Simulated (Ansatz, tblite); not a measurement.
Cost and result up the ladder for Si(SiH3)2H2 (Si₃H₈) (11 atoms). Total charge 0; singlet. Geometry: PBE0-D4/def2-SVP.

| atom | x (Å) | y (Å) | z (Å) |
| --- | --- | --- | --- |
| Si1 | -0.7916 | 0.2156 | 0.5570 |
| Si2 | 1.3606 | -0.2229 | 1.3777 |
| H3 | 1.7843 | -1.5976 | 0.9655 |
| H4 | 1.4016 | -0.1303 | 2.8696 |
| H5 | 2.3260 | 0.7655 | 0.8039 |
| Si6 | -0.7848 | 0.0653 | -1.7830 |
| H7 | -0.3548 | -1.3069 | -2.1964 |
| H8 | 0.1829 | 1.0578 | -2.3453 |
| H9 | -2.1420 | 0.3383 | -2.3479 |
| H10 | -1.2206 | 1.5892 | 0.9730 |
| H11 | -1.7615 | -0.7739 | 1.1258 |

Ansatz on 4 threads of Arm Neoverse V1 on a shared host; xTB runs through tblite on one thread. Times are rough, summed over both states, and most runs start from the orbitals of an earlier one. PBE0-D4/def2-TZVP serves as the yardstick here, not as an exact answer. The other state is a triplet.

The xTB rows come from tblite.

xTB has no spin-polarisation term.

| level | functions | wall time | vertical triplet (eV) | difference from PBE0-D4/def2-TZVP (eV) |
| --- | --- | --- | --- | --- |
| GFN2-xTB | 35 | 0.011 s | 3.87 | -1.82 |
| GFN1-xTB | 43 | 0.013 s | 3.75 | -1.95 |
| PBE-D4/def2-TZVP | 159 | 4 s | 5.46 | -0.24 |
| PBE0-D4/def2-TZVP | 159 | 6.2 s | 5.70 | 0.00 |
| r2SCAN-D4/def2-TZVP | 159 | 8.8 s | 5.59 | -0.10 |
